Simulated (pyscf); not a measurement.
Four-centre exchange: H₃C–SeH + H₂ → CH₄ + H₂Se

Gas phase, singlet surface, charge 0. Bonds broken: C1–Se2, H7–H8. Bonds formed: C1–H7, Se2–H8. Single points on ωB97X-D3(BJ)/def2-SVP structures (PySCF, gas phase).

Transition state (Å):

```xyz
8

C     -0.8772    -0.0598    -0.5487
Se     0.6847     0.1650     1.5571
H     -0.7252     1.0188    -0.5916
H     -1.9410    -0.3250    -0.5660
H     -0.2570    -0.6213    -1.2537
H      1.7276     1.0046     2.2412
H     -0.8271    -1.1215     0.5864
H     -0.4602    -1.4493     1.3375
```

One imaginary mode, 1449i cm⁻¹; descent along it reached the two sides named.

| bond | change | reactant side (Å) | saddle | product side |
|---|---|---|---|---|
| C1–Se2 | breaks | 1.947 | 2.6 | 3.6 |
| H7–H8 | breaks | 0.762 | 0.898 | 3.1 |
| C1–H7 | forms | 3.8 | 1.555 | 1.099 |
| Se2–H8 | forms | 3.1 | 1.991 | 1.463 |

Electronic energies relative to the separated reactants (eV):

```json
[
 {"level": "ωB97X-D3(BJ)/def2-TZVP", "barrier": "3.98", "reaction energy": "-0.73", "reverse barrier": "4.70"},
 {"level": "PBE/def2-TZVP", "barrier": "3.17", "reaction energy": "-0.77", "reverse barrier": "3.94"},
 {"level": "r²SCAN/def2-TZVP", "barrier": "3.46", "reaction energy": "-0.78", "reverse barrier": "4.24"},
 {"level": "B3LYP-D3(BJ)/def2-TZVP", "barrier": "3.47", "reaction energy": "-0.77", "reverse barrier": "4.24"},
 {"level": "PBE0-D3(BJ)/def2-TZVP", "barrier": "3.57", "reaction energy": "-0.77", "reverse barrier": "4.35"},
 {"level": "M06-2X/def2-TZVP", "barrier": "3.90", "reaction energy": "-0.71", "reverse barrier": "4.62"},
 {"level": "ωB97M-D3(BJ)/def2-TZVP", "barrier": "3.82", "reaction energy": "-0.81", "reverse barrier": "4.62"},
 {"level": "HF/def2-TZVP", "barrier": "4.81", "reaction energy": "-0.95", "reverse barrier": "5.76"}
]
```

With ωB97M-D3(BJ)/def2-TZVP energies and thermal terms (ideal gas, 1 atm, RRHO with modes under 100 cm⁻¹ raised to 100, one conformer, R ln 2 for chiral ones without a mode under 150 cm⁻¹), in eV:

```csv
T (K),ΔH‡,ΔG‡,ΔH,ΔG
298,3.77,4.10,-0.72,-0.74
600,3.75,4.45,-0.76,-0.75
900,3.76,4.80,-0.81,-0.73
1200,3.77,5.14,-0.84,-0.70
```

From the product side, SeH• + H• + CH₄ lies, by one bond made or cut, 1.00 eV under this saddle at ωB97M-D3(BJ)/def2-TZVP. The same reactants have a lower exit, to H₂C=Se + H₂ + H₂ (barrier +2.98 eV at ωB97M-D3(BJ)/def2-TZVP, against +3.82 eV here). This is the saddle that the search found; another between the same sides may lie lower. One closed-shell reference is unstable to symmetry breaking; treat the single-reference values with care. Elements up to Kr have no core potential and no relativistic terms here.
